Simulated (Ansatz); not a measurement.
Swapping H for CH3 on N: the dipole moment

On one N centre, n of the H ligands are replaced by CH3. The dipole moment y in D at wB97M-V/def2-TZVPP. Shapes, held fixed at every level: PBE0-D4/def2-TZVP. Programs: Ansatz 0.2.0.

| molecule | n | y (D) |
| --- | --- | --- |
| NH3 | 0 | 1.61 |
| CH5N | 1 | ? |
| C2H7N | 2 | 0.96 |
| C3H9N | 3 | 0.52 |

Problem. Fit y = c + s·n to the known rows and predict CH5N.

Solution. 
1. Means of the 3 rows: n = 1.66667, y = 1.030.
2. Σ(Δn)² = 4.6667, Σ(Δn·Δy) = -1.67, so the slope is -1.67/4.6667 = -0.35785.
3. Intercept: 1.030 − (-0.35785) × 1.66667 = 1.626. The largest residual of the fit is 0.050.
4. CH5N: 1.626 + (-0.35785) × 1 = 1.27 D.

The run gave 1.31 D, so the prediction is off by -0.04 D, within the scatter of the fit. The steps per swap are -0.30, -0.35, -0.44 D. The measured value for CH5N is 1.31 D (NIST CCCBDB). Other levels give for CH5N: r2SCAN-D4/def2-TZVPP 1.28; B3LYP-D4/def2-TZVPP 1.30 D.
